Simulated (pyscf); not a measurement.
Thermochemistry of product channels of HC≡C–CH₃ on the singlet surface, in kcal/mol, from ωB97M-D3(BJ)/def2-TZVP energies (ideal gas, 1 atm, RRHO with modes under 100 cm⁻¹ raised to 100, one conformer, R ln 2 for rigid chiral ones). Single points on ωB97X-D3(BJ)/def2-SVP structures (PySCF, gas phase).

| products | ΔE | ΔH(298 K) | ΔG(298 K) | ΔG(600 K) |
|---|---|---|---|---|
| cyclic C₃H₄ (SMILES C1=CC1) | +22.0 | +22.0 | +22.2 | +22.7 |
| [HC–C≡CH] [singlet] + H₂ | +105.9 | +97.0 | +87.4 | … |
| :HC–CH=CH₂ [singlet] | … | +60.2 | +58.8 | +57.5 |

Task: Some entries are withheld; supply them.

Result: 
- [HC–C≡CH] [singlet] + H₂, ΔG(600 K): +77.0
- :HC–CH=CH₂ [singlet], ΔE: +61.6

These are energies of the channels, which say nothing of barriers. cyclic C₃H₄ (SMILES C1=CC1) lies 22.3 kcal/mol over its isomer H₂C=C=CH₂, and others may lie lower still (electronic energy, ωB97M-D3(BJ)). [HC–C≡CH] [singlet] lies 11.4 kcal/mol over its isomer :C=C=CH₂ [singlet], and others may lie lower still (electronic energy, ωB97M-D3(BJ)). :HC–CH=CH₂ [singlet] is an excited spin state, 8.8 kcal/mol over the triplet at ωB97X-D3(BJ). 2 of the closed-shell references are unstable towards spin polarisation; treat their single-reference values with care.
